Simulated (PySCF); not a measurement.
## MgO: from constants to spectrum

UHF-CCSD(T) constants of MgO, ³Π (triplet), unpaired electrons σ ↑, π ↑ (PySCF, no relativity, basis sets Mg 6-311G(d,p), O 6-311G(d,p); masses 23.9850 and 15.9949 u):

```
ωe              : 636.3 cm⁻¹
ωexe            : 3.97 cm⁻¹
Be              : 0.48263 cm⁻¹
αe              : 0.00428 cm⁻¹
D (centrifugal) : 1.11e-06 cm⁻¹
De to Mg + O    : 1.76 eV
```

(1) Give the vibrational terms G(v) and spacings up to v = 6.

(2) How well does the Morse estimate ωe²/(4ωexe) reproduce De, and what is D0?

Correlated steps freeze 2 core orbitals. The state is the lowest determinant that a PBE0 search found; another state may lie lower at other levels.

Results:

(1) G(v) = ωe(v+½) − ωexe(v+½)².

| v | G(v) (cm⁻¹) | G(v) − G(v−1) | Bv (cm⁻¹) |
| --- | --- | --- | --- |
| 0 | 317 |  | 0.4805 |
| 1 | 946 | 628 | 0.4762 |
| 2 | 1566 | 620 | 0.4719 |
| 3 | 2178 | 612 | 0.4677 |
| 4 | 2783 | 605 | 0.4634 |
| 5 | 3380 | 597 | 0.4591 |
| 6 | 3968 | 589 | 0.4548 |

(2) It gives 3.16 eV, 180 % of the computed De. D0 = De − G(0) = 1.76 − 0.04 = 1.72 eV.
